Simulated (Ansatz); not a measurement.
We consider bcc Mo, described by PBE0 in Ansatz (plane waves, PAW).

Run with plane-wave cutoff 460 eV, 14×14×14 k mesh, Fermi–Dirac smearing 0.05 eV, no spin polarisation, scalar-relativistic PAW data made under PBE.

Computed at the level's own relaxed cell.

Give the computed equilibrium volume per atom, bulk modulus, lattice constant a and pressure derivative B′ of the bulk modulus.


- equilibrium volume per atom: 15.45 Å³/atom
- bulk modulus: 292 GPa
- lattice constant a: 3.138 Å
- pressure derivative B′ of the bulk modulus: 4.2

Measured, for comparison: equilibrium volume per atom 15.49 Å³/atom, lattice constant a 3.141 Å (static lattice: zero-point anharmonic expansion removed; as tabulated in Mejia-Rodriguez and Trickey (2018), arXiv:1807.09216); bulk modulus 265 GPa (zero-point energy and finite temperature contributions removed, our sources range from 265 to 278; as tabulated in doi:10.1021/acs.jctc.3c00612). Computed (rounded) less measured: equilibrium volume per atom -0.3 %, bulk modulus +10 % (+5 % to +10 % over the range), lattice constant a -0.1 %.

Static lattice: no zero-point or thermal effects.

The result took roughly 40 core-minutes.

Ansatz is an electronic-structure program.
